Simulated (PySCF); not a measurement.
Start geometry of `FC(Cl)(Cl)Cl` from GFN2-xTB (Å):
```
atom  x, y, z in Å
F1     0.0603   -0.1410    1.3961
C2     0.0046   -0.0063    0.0667
Cl3   -0.4579    1.6606   -0.3126
Cl4    1.6028   -0.3706   -0.6039
Cl5   -1.2011   -1.1397   -0.5634
```

**Question.** What comes out of this run: PBE0-D3(BJ)/def2-SVP geometry optimisation, gas phase (PySCF 2.14.0)?

**Answer.** 
```
atom  x, y, z in Å
F1    -0.2721   -0.2993   -1.3406
C2    -0.0126   -0.0139   -0.0715
Cl3   -1.5335   -0.0081    0.8288
Cl4    1.0763   -1.2470    0.5729
Cl5    0.7498    1.5775    0.0052
```

The energy falls by 0.003 eV over 6 energy and gradient evaluations, the largest force component goes from 0.0090 to 1.6e-04 Eh/bohr, and the atoms move by 0.005 Å rms after alignment. The bond that changes most is F1–C2 (alkyl fluorine to CCl3 carbon), which shortens by 0.011 Å. Bonds longer at the end by more than 0.005 Å: 0 of 4; shorter: 1. Rotational constants go from 2444, 2444, 1709 to 2462, 2460, 1719 MHz. The orientation of the end geometry is arbitrary; only internal coordinates are fixed.

The run used 82 basis functions and 43 SCF cycles in all.

Not checked by PBE0-D3(BJ)/def2-SVP frequencies.
